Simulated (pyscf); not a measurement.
PySCF, gas phase, ωB97X-D3(BJ)/def2-SVP geometries. Correlated levels are frozen-core, on RHF or UHF. ΔMP2 is the change of the MP2 total energy from the triple- to the quadruple-zeta basis.

Question: PBE/def2-TZVP puts the barrier of H₃Si–SiH₃ (SMILES [SiH3][SiH3]) + H• (SMILES [H]) -> SiH₄ (SMILES [SiH4]) + SiH₃• (SMILES [SiH3]) (substitution at Si; doublet surface; Si–Si broken, H–Si formed) at -5.6 kJ/mol and the reaction energy at -66.0 kJ/mol, from the separated reactants. What do PBE0-D3(BJ)/def2-TZVP, ωB97M-D3(BJ)/def2-TZVP, CCSD(T)/def2-TZVPP + ΔMP2(QZVPP) give on the same structures?

Answer: PBE0-D3(BJ): ΔE‡ = 4.8 kJ/mol, ΔE = -61.9 kJ/mol; ωB97M-D3(BJ): ΔE‡ = 18.5 kJ/mol, ΔE = -72.6 kJ/mol; CCSD(T): ΔE‡ = 22.8 kJ/mol, ΔE = -74.4 kJ/mol. PBE's barrier lies under all of them, by 10.4 to 28.3 kJ/mol. Its reaction energy lies among theirs. At PBE this geometry lies under the reactants; that is no barrier but a single point on another level's saddle; such a level's own saddle, if it has one, lies nearer that side and is low. One saddle was located; it need not be the lowest between these sides. The angle at the attacked Si is 180°. The CCSD(T) − MP2 part came from Ansatz, without density fitting, on the same reference.
